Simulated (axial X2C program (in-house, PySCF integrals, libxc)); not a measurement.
**Excited states of LiAl by EOM-EE-CCSD**

Computed with an axial X2C code built on PySCF integrals: two-component X2C with atomic mean-field Coulomb and Gaunt terms, Gaussian nuclei, basis Al dyall-av3z, Li dyall-acv3z with contracted cores.

R = 2.637 Å (near the PBE0 minimum at charge 0 of the determinant lowest at the starting distance; the state shown can have its own minimum elsewhere, which is not the closed-shell reference).

Vertical excitation energies from the closed-shell determinant state of LiAl:

```csv
Ω,excitation (eV),cm⁻¹,hole of the leading pair,particle of the leading pair,weight of the pair (for Ω = 0 its time-reversed partner can hold as much again),singles weight
0⁻,0.171,1375,"67% Al pσ, 22% Li sσ","70% Al pπ, 22% Li pπ, 8% Li dπ",0.47,0.96
0⁺,0.171,1377,"67% Al pσ, 22% Li sσ","70% Al pπ, 22% Li pπ, 8% Li dπ",0.47,0.96
1,0.174,1402,"67% Al pσ, 22% Li sσ","70% Al pπ, 22% Li pπ, 8% Li dπ",0.48,0.96
2,0.177,1430,"67% Al pσ, 22% Li sσ","70% Al pπ, 22% Li pπ, 8% Li dπ",0.95,0.96
1,0.799,6442,"67% Al pσ, 22% Li sσ","71% Al pπ, 20% Li pπ, 8% Li dπ",0.47,0.93
0⁻,1.242,10021,"67% Al pσ, 24% Li sσ","34% Li pσ, 34% Li sσ, 18% Al pσ",0.48,0.96
1,1.243,10022,"67% Al pσ, 24% Li sσ","34% Li pσ, 34% Li sσ, 18% Al pσ",0.96,0.96
```

This point took 4.8 s on 1 thread of Arm Neoverse V2 (shared host).

Reference electrons by ω block (each with its −ω partner): 1/2: 7, 3/2: 1. 4 electrons of LiAl correlated (inner shells frozen), 88 natural virtual spinors (a truncated set); levels can be off by some tenths of an eV. Roots sought by Ω: (0: 5, 1: 4, 2: 3, 3: 1); the list ends where they run out and leaves out roots under 60 % singles weight. The solver can skip a root, and states that need a further excitation, which the method places far too high, are missing though they may lie low or lowest. T1 of the reference 0.020 (Lee–Taylor). Number of frozen shells: Al 2 s, 1 p; Li 1 s. The closed-shell reference lies 0.05 eV above the lowest PBE0 determinant.
